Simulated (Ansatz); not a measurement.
# C4H10O2: the cost of one run

Computed with Ansatz 0.2.0 (the levels named in each step, unless a step's input says otherwise).

### 1 The system as given

Bond lengths (14 of 15 bonds, heavy atoms first): C1–C2 1.523 Å, C2–O3 1.410 Å, C2–C4 1.544 Å, C4–C5 1.524 Å, C4–O6 1.418 Å, C1–H7 1.085 Å, C1–H8 1.087 Å, C1–H9 1.086 Å, C2–H10 1.107 Å, O3–H11 0.968 Å, C4–H12 1.096 Å, C5–H13 1.088 Å, C5–H14 1.085 Å, C5–H15 1.090 Å. Angles (14 of 26 angles, heavy atoms first): C1–C2–O3 108.6°, C1–C2–C4 113.0°, O3–C2–C4 109.1°, C2–C4–C5 113.0°, C2–C4–O6 108.7°, C5–C4–O6 111.5°, C1–C2–H10 109.2°, O3–C2–H10 108.8°, C4–C2–H10 108.1°, C2–C1–H7 110.8°, C2–C1–H8 110.0°, C2–C1–H9 108.7°, C2–O3–H11 107.2°, C2–C4–H12 108.7°.

Structure file:

```xyz
16

C     1.3839   -1.3330   -0.5200
C     0.7324   -0.1620    0.2039
O     1.4768    1.0041   -0.0681
C    -0.7355    0.0653   -0.2158
C    -1.6473   -1.0983    0.1560
O    -1.1879    1.2827    0.3528
H     0.9522   -2.2748   -0.1965
H     1.2586   -1.2227   -1.5937
H     2.4468   -1.3335   -0.2961
H     0.7526   -0.3515    1.2948
H     0.8694    1.7548    0.0042
H    -0.7678    0.2407   -1.2968
H    -2.6819   -0.8233   -0.0369
H    -1.4063   -1.9759   -0.4351
H    -1.5408   -1.3440    1.2121
H    -1.2917    1.1543    1.3036
```

### 2 A rough first relaxation, PBE-D4/def2-SVP

This run stands in another session on the same molecule. It ended at:

```xyz
16

C     1.4158   -1.3223   -0.5442
C     0.7420   -0.1653    0.1805
O     1.4625    1.0189   -0.0980
C    -0.7349    0.0514   -0.2129
C    -1.6743   -1.0814    0.1793
O    -1.1630    1.3087    0.3373
H     0.9735   -2.2990   -0.2673
H     1.3390   -1.1894   -1.6429
H     2.4913   -1.3449   -0.2812
H     0.7490   -0.3838    1.2868
H     0.8168    1.7350    0.0923
H    -0.7645    0.2093   -1.3137
H    -2.7190   -0.8171   -0.0758
H    -1.4208   -2.0251   -0.3425
H    -1.6229   -1.2795    1.2724
H    -1.2771    1.1677    1.2983
```

### 3 Relaxation, HF/STO-3G

input.yaml reads:

```yaml
crystal:
  periodic: [false, false, false]
  atoms:
    - { symbol: C, position_ang: [1.41580148, -1.32233042, -0.5441702] }
    - { symbol: C, position_ang: [0.741979, -0.16534134, 0.18047957] }
    - { symbol: O, position_ang: [1.46251825, 1.01891562, -0.09800331] }
    - { symbol: C, position_ang: [-0.73492016, 0.0513886, -0.21291286] }
    - { symbol: C, position_ang: [-1.67426949, -1.08144298, 0.17932516] }
    - { symbol: O, position_ang: [-1.16300035, 1.30867075, 0.33732633] }
    - { symbol: H, position_ang: [0.97345154, -2.29904232, -0.26726539] }
    - { symbol: H, position_ang: [1.33902451, -1.18937357, -1.64291437] }
    - { symbol: H, position_ang: [2.49131712, -1.34491681, -0.28121272] }
    - { symbol: H, position_ang: [0.74897084, -0.38384251, 1.28680349] }
    - { symbol: H, position_ang: [0.81679724, 1.73498809, 0.09229706] }
    - { symbol: H, position_ang: [-0.76454733, 0.20933767, -1.31370726] }
    - { symbol: H, position_ang: [-2.71895834, -0.81713199, -0.07580351] }
    - { symbol: H, position_ang: [-1.42084991, -2.02508519, -0.34247568] }
    - { symbol: H, position_ang: [-1.62290604, -1.27953153, 1.27238726] }
    - { symbol: H, position_ang: [-1.27705837, 1.16770791, 1.29831642] }
basis:
  gaussian: { orbitals: STO-3G }
hamiltonian:
  xc: hf
relax:
  f_tol: 0.004
  max_steps: 150
```

Run with:

```console
ansatz run input.yaml --threads 4 --pin off --max-ram 10240MiB --backend cpu --events-out ev --progress --plain --runs-dir out
```

**Question.** How long does this run take on 4 threads of Intel Xeon Platinum 8488C (Sapphire Rapids), shared host, and how much memory does it need?

About 5.7 s, with a peak of 0.11 GiB.
